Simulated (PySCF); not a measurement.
Species: nitric acid, HNO₃.
Z-matrix (Å and degrees, GFN2-xTB geometry), rows numbered from 1:
```
O 
N   1  1.1854
O   2  1.1746  1  130.37
O   2  1.3910  1  115.28  3  -180.00
H   4  0.9726  2  111.02  1     0.16
```

Method used: CAM-B3LYP/def2-SVPD in PySCF (dipole) on a GFN2-xTB geometry, gas phase.

Take the most abundant isotopes and a rigid rotor. The values belong to one conformer with, in the numbering `[O:1]=[N+:2]([O-:3])[OH:4]`, O1–N2–O4–H 0°.

(1) What are A, B and C (cm⁻¹)?

(2) What kind of rotor is it?

(3) What does the inertial defect say?

(4) List the rotational levels J(Ka,Kc) to J = 5 (MHz).

(5) Predict some low-J microwave lines.

(6) Estimate the classical rotational partition function at 10 K, 25 K and 200 K.

## Answers

(1) Ia = 37.19, Ib = 41.12, Ic = 78.30 u·Å²; 505379 MHz·u·Å²/I gives 13591, 12291 and 6454 MHz, that is A = 0.45334, B = 0.40999, C = 0.21529 cm⁻¹.

(2) An asymmetric top: κ = (2 × 12291 − 13591 − 6454)/(13591 − 6454) = 0.64.

(3) Planar: Δ = Ic − Ia − Ib = 0.00 u·Å². For a rigid frame Δ = −2 Σ m c², so it vanishes when all atoms lie in the ab plane; here none is more than 0.01 Å from it.

(4) Above 0(0,0):
J = 1: 1(0,1) 18745, 1(1,1) 20045, 1(1,0) 25882
J = 2: 2(0,2) 51505, 2(1,2) 51699, 2(1,1) 69210, 2(2,1) 73109, 2(2,0) 77840
J = 3: 3(0,3) 96779, 3(1,3) 96797, 3(1,2) 128402, 3(2,2) 129345, 3(2,1) 145038, 3(3,1) 152817, 3(3,0) 156234
J = 4: 4(0,4) 154878, 4(1,4) 154879, 4(1,3) 199860, 4(2,3) 199986, 4(2,2) 230359, 4(3,2) 233024, 4(3,1) 246413, 4(4,1) 259283, 4(4,0) 261486
J = 5: 5(0,5) 225876, 5(1,5) 225876, 5(1,4) 283846, 5(2,4) 283859, 5(2,3) 328407, 5(3,3) 328900, 5(3,2) 357195, 5(4,2) 362864, 5(4,1) 373621, 5(5,1) 392622, 5(5,0) 393912
Those of J = 1 are B + C, A + C and A + B.

(5) The dipole components are |μa| = 2.35 D, |μb| = 0.86 D, |μc| = 0.00 D; the mirror of this Cs structure is the ab plane, so μc vanishes by symmetry and there are no c-type lines. Intensities carry the squares of the components, which stand as 1.00 : 0.13 (a : b). Some lines, for components of 0.1 D or more:

| type | branch | J(Ka,Kc) | MHz | lower level (cm⁻¹) |
| --- | --- | --- | --- | --- |
| a | Q | 2(2,0) ← 2(2,1) | 4731 | 2.439 |
| a | Q | 1(1,0) ← 1(1,1) | 5837 | 0.669 |
| b | Q | 1(1,0) ← 1(0,1) | 7137 | 0.625 |
| b | Q | 2(2,0) ← 2(1,1) | 8630 | 2.309 |
| a | Q | 2(1,1) ← 2(1,2) | 17511 | 1.724 |
| b | Q | 2(1,1) ← 2(0,2) | 17705 | 1.718 |
| a | R | 1(0,1) ← 0(0,0) | 18745 | 0.000 |
| b | R | 1(1,1) ← 0(0,0) | 20045 | 0.000 |
| b | Q | 2(2,1) ← 2(1,2) | 21410 | 1.724 |
| b | R | 2(0,2) ← 1(1,1) | 31460 | 0.669 |
| a | R | 2(1,2) ← 1(1,1) | 31654 | 0.669 |
| a | R | 2(0,2) ← 1(0,1) | 32760 | 0.625 |
| b | R | 2(1,2) ← 1(0,1) | 32953 | 0.625 |
| a | R | 2(1,1) ← 1(1,0) | 43328 | 0.863 |
| b | R | 2(2,1) ← 1(1,0) | 47227 | 0.863 |
| b | R | 2(2,0) ← 1(1,1) | 57795 | 0.669 |

(6) Point group Cs, symmetry number σ = 1; q = (√π/σ)·√((kT/h)³/(ABC)), k/h = 20836.6 MHz/K: 162 at 10 K, 642 at 25 K, 14500 at 200 K.

Stationary, but not proved a minimum. Constants of a rigid frame at the computed geometry: no zero-point averaging, no centrifugal distortion. Quadrupole hyperfine structure (14N) is left out.
